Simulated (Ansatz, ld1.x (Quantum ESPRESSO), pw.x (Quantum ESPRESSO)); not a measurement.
Equation-of-state test of one RRKJ potential (hafnium)

* Element: hafnium (Hf)
* Generator: ld1.x (Quantum ESPRESSO) 7.5
* Type: norm-conserving RRKJ (Kleinman–Bylander form)
* Functional: PBEsol
* Relativity: scalar-relativistic
* Frozen core: [Xe] 4f14
* Valence charge: 4
* Reference configuration: 5d2 6s1.75 6p0 (charge +0.25)
* Partial waves: 6p (bound, empty): rc 3.25 bohr; 5d (bound): rc 2.80 bohr; 6s (bound): rc 2.25 bohr
* Local potential: the s channel
* Core correction: a·sin(br)/r model core inside 1.85 bohr

Atomic tests: cutoffs needed: 18 Ry and 30 Ry (the cutoffs (Ry, on a coarse ladder) from which the occupation-weighted sum of valence levels, in a spherical-Bessel basis at the reference potential, stays within 10 and 1 mRy of its value at 400 Ry); ghost test: no extra level below or beside the all-electron valence levels (p, d, s, f tested) (spherical-Bessel basis up to 400 Ry, 20 bohr box); largest excitation error: -302 meV (all-electron minus pseudo) for 5d1 6s0 6p0, out of 7 test configurations.

Crystal test: fcc Hf in pw.x 7.5, no spin, 13³ k-points, Fermi–Dirac smearing 0.01 Ry, cutoffs 50/200 Ry. The reference is all-electron LAPW (Ansatz 0.2.0) with the same functional, mesh and smearing; V0 and B0 come from Birch–Murnaghan fits to the pressures at five volumes. Errors are pseudo minus all-electron; Δ is the rms difference of the E(V) curves that follow from these fits, minima aligned, over ±6 % about the mean V0. Mesh and smearing are coarse, so the numbers serve the comparison and aren't converged zero-temperature values; the lattice is a test structure that the element need not adopt.

All-electron: a0 = 4.424 Å (V0 = 21.65 Å³/atom), B0 = 107.7 GPa.

Task: How far does the potential miss the all-electron equation of state?

Result: mean pressure error (GPa): +0.67; a0 (Å): 4.432; a0 error (%): +0.19; B0 error (%): +4.0; Δ (meV/atom): 3.1. The largest radius (3.25 bohr) exceeds half the bond length (2.95 bohr), so the spheres overlap, which is one possible source of error among others.

```csv
V (Å³/atom),P all-electron (GPa),P pseudo (GPa)
20.541,6.17,7.18
21.081,2.98,3.80
21.622,0.13,0.78
22.163,-2.43,-1.94
22.703,-4.73,-4.37
```

Task: At the middle volume, how do free energy and pressure move when the wave cutoff is lowered (ecutrho kept at four times it)?

Result:

| cutoff (Ry) | shift of F (meV/atom) | shift of P (GPa) |
| --- | --- | --- |
| 22 | +25.5 | -0.35 |
| 30 | +5.6 | -0.05 |
| 40 | +2.8 | -0.05 |

The run at the middle volume (84 k-points, 6 iterations) took about 7.8 s on one core of a shared host (Neoverse-V1, 32 threads, 247 GiB, load 28).
